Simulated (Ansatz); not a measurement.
Reaction (hydrogenolysis of a C–F bond): `CC(F)CCl` + H₂ → `CCCCl` + H–F

Program: Ansatz. Geometries: PBE0-D4/def2-TZVP. ΔE: electronic, gas phase. CCSD(T)/CBS adds triple-zeta CCSD(T) − MP2 to the extrapolated MP2 energy (def2 sets, frozen cores). This one scheme is used for every species. Functionals use def2-TZVPP. One conformer a species, not always the lowest.

```
   species  r2SCAN energy (Eh)
`CC(F)CCl`          -677.93519
        H₂            -1.17128
   `CCCCl`          -578.68915
       H–F          -100.44665
```

Q: Work out ΔE.

A: ΔE = (-578.68915) + (-100.44665) − (-677.93519) − (-1.17128) = -0.02933 Eh = -0.80 eV. CCSD(T)/CBS gives -0.95 eV.

Largest T1 diagnostic among the species: 0.010.

From PBE to PBE0 (25 % exact exchange), in def2-TZVPP and without D4, ΔE moves by −0.07 eV.
